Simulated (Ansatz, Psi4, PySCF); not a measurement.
Gas-phase reaction in SMILES: [CH](F)F -> F[CH-]F (an electron is taken up)

Wanted: adiabatic electron affinity (0 K, with zero-point energies), in eV. Positive where the reaction releases energy. Terms: spin-orbit terms left out; valence correlation only; dispersion terms only where a functional's name holds one; six Cartesian d functions in 6-31G* and its kin unless marked 5d; non-relativistic; UHF or UKS for open shells; LANL2DZ all-electron up to Ne; 6-311+G** with 5d. CBS marks a two-point X^-3 extrapolation of the correlation energy; Hartree-Fock from the larger set. [CCSD(T)-MP2]/basis is that difference in the basis named. First-principles rows: single points at B3LYP-D3(BJ) geometries (Ansatz, a program for electronic structure), with unscaled harmonic terms from B3LYP/6-31G* at its own minima. Anions need diffuse functions, which STO-3G, LANL2DZ, def2-SVP, cc-pVDZ and Pople sets without + lack.

Coupled cluster (Ansatz) is a level with limits of its own, used here on species with T1 under 0.025 (0.045 for open shells) and stable references: RI-MP2/CBS(aug-cc-pVTZ,aug-cc-pVQZ)+[CCSD(T)-MP2]/aug-cc-pVTZ.

Value to compare with, RI-MP2/CBS(aug-cc-pVTZ,aug-cc-pVQZ)+[CCSD(T)-MP2]/aug-cc-pVTZ (Ansatz): 0.77 eV.

| level | program | adiabatic electron affinity (0 K, with zero-point energies) (eV) | difference |
|---|---|---|---|
| HF/STO-3G | Ansatz | -5.38 | -6.15 |
| HF/6-311+G** | Ansatz | -0.57 | -1.34 |
| PBE/6-311+G** | Ansatz | 0.78 | 0.01 |
| BP86/6-31G* (5d) | PySCF | -0.36 | -1.13 |
| B3LYP/LANL2DZ | Ansatz | 0.88 | 0.11 |
| B3LYP/6-31G* | Ansatz | -0.32 | -1.09 |
| B3LYP/def2-SVP | Ansatz | -0.11 | -0.88 |
| B3LYP/cc-pVDZ | Ansatz | -0.09 | -0.86 |
| PBE0/6-31G* | Ansatz | -0.48 | -1.25 |
| PBE0/6-311+G** | Ansatz | 0.59 | -0.18 |
| wB97X-D/6-31G* | Psi4 | -0.32 | -1.09 |
| MP2/STO-3G | Ansatz | -5.57 | -6.34 |
| MP2/6-311+G** | Ansatz | 0.49 | -0.28 |
| B3PW91/6-31G* (5d) | PySCF | -0.40 | -1.17 |
| PBE0/def2-TZVPD | Ansatz | 0.46 | -0.31 |
| M06-2X/def2-TZVPD | PySCF | 0.64 | -0.13 |
| B2PLYP-D3(BJ)/def2-TZVPD | Ansatz + dftd3 | 0.63 | -0.14 |

Among the 14 habitual levels, MP2/STO-3G lies farthest from RI-MP2/CBS(aug-cc-pVTZ,aug-cc-pVQZ)+[CCSD(T)-MP2]/aug-cc-pVTZ (Ansatz) (-6.34 eV) and PBE/6-311+G** nearest (0.01); 2 of 14 lie above it, and their mean absolute difference is 1.56 eV, the median 1.09. One case shows no general order.

The levels are drawn from those run, B3LYP/6-31G* more often than the rest, none by its result; runs whose electronic state is in doubt are left out.
